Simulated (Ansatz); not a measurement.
Run this with Ansatz 0.2.0 through its Python package and show what comes out.

`conformers.py`:
```python
"""Conformer energies of C3H5NO."""

import logging
import sys

import ansatz as az
from rdkit import Chem
from rdkit.Chem import AllChem

logging.basicConfig(stream=sys.stdout, format="%(levelname)s:%(name)s:%(message)s")
logger = logging.getLogger("calc")
logger.setLevel(logging.INFO)

rd = Chem.AddHs(Chem.MolFromSmiles("C=CNC=O"))
ids = list(AllChem.EmbedMultipleConfs(rd, numConfs=20, randomSeed=774, pruneRmsThresh=0.4))
field = [energy for _, energy in AllChem.MMFFOptimizeMoleculeConfs(rd)]
distinct = {round(e, 2): i for i, e in zip(ids, field)}
chosen = sorted(distinct.items())[:5]
found = []
for force_field, index in chosen:
    geometry = az.Crystal.molecule()
    for atom, xyz in zip(rd.GetAtoms(), rd.GetConformer(index).GetPositions()):
        geometry = geometry.atom(atom.GetSymbol(), xyz.round(5).tolist())
    calc = (
        geometry.calculation()
        .basis(gaussian="cc-pVDZ")
        .functional("r2SCAN", dispersion="d4")
    )
    found.append(calc.run(threads=1).report["free_energy_ev"])
logger.info("conformer   MMFF (kcal/mol)   this level (kcal/mol)")
for (force_field, index), e in zip(chosen, found):
    logger.info(f"{index:9d} {force_field - chosen[0][0]:17.2f} {23.060548 * (e - min(found)):17.3f}")
```

Running `python conformers.py` prints:
```text
INFO:calc:conformer   MMFF (kcal/mol)   this level (kcal/mol)
INFO:calc:        1              0.00             0.000
INFO:calc:        0              5.70             2.126
```

The conformers keep their force-field geometries. Finished in 10 s on 1 thread of Arm Neoverse V1, with other jobs on the host, peak memory 0.26 GiB.
